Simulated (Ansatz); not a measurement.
Relaxation of CH6OSi (9 atoms, charge 0, multiplicity 1), to a largest force component of 0.03 eV/Å in at most 50 steps.

Level of theory: RKS PBE/cc-pVDZ (Ansatz 0.2.0).

```xyz
9
Properties=species:S:1:pos:R:3:forces:R:3
Si 0.160 -0.051 0.139 -0.01 0.00 0.05
H 0.635 0.104 1.513 -0.83 0.00 1.57
H 1.571 0.162 -0.161 0.78 0.01 -1.54
H -0.790 1.024 -0.322 0.00 -0.03 0.00
O -0.338 -1.615 -0.283 0.10 -0.03 -0.15
C -1.483 -2.252 0.273 0.01 0.07 0.15
H -1.393 -2.373 1.378 -0.02 -0.01 -0.03
H -2.425 -1.697 0.060 -0.02 0.03 -0.03
H -1.562 -3.259 -0.181 -0.01 -0.04 -0.03
```

Question: Where does it end, and by what steps?

Answer: It converged. After 5 steps the energy has fallen by 0.512 eV; H3 moved furthest, 0.35 Å.

```json
{"step": "0", "energy less start (eV)": "0.0000", "largest force component (eV/Å)": "1.569", "accepted": "yes"}
{"step": "1", "energy less start (eV)": "-0.4282", "largest force component (eV/Å)": "0.474", "accepted": "yes"}
{"step": "2", "energy less start (eV)": "-0.4772", "largest force component (eV/Å)": "0.506", "accepted": "yes"}
{"step": "3", "energy less start (eV)": "-0.5093", "largest force component (eV/Å)": "0.084", "accepted": "yes"}
{"step": "4", "energy less start (eV)": "-0.5113", "largest force component (eV/Å)": "0.075", "accepted": "yes"}
{"step": "5", "energy less start (eV)": "-0.5118", "largest force component (eV/Å)": "0.019", "accepted": "yes"}
```

```xyz
9
Properties=species:S:1:pos:R:3
Si 0.232 -0.079 0.203
H 0.413 0.037 1.702
H 1.535 0.157 -0.506
H -0.800 0.943 -0.227
O -0.238 -1.654 -0.242
C -1.444 -2.213 0.272
H -1.428 -2.300 1.383
H -2.341 -1.616 -0.016
H -1.555 -3.231 -0.154
```

Whether the end is a true minimum wasn't checked by a vibrational analysis.

The run took 10 s on 1 thread of AMD EPYC 7R43 64-Core Processor (Zen 3) (shared host), peak memory 0.14 GiB.
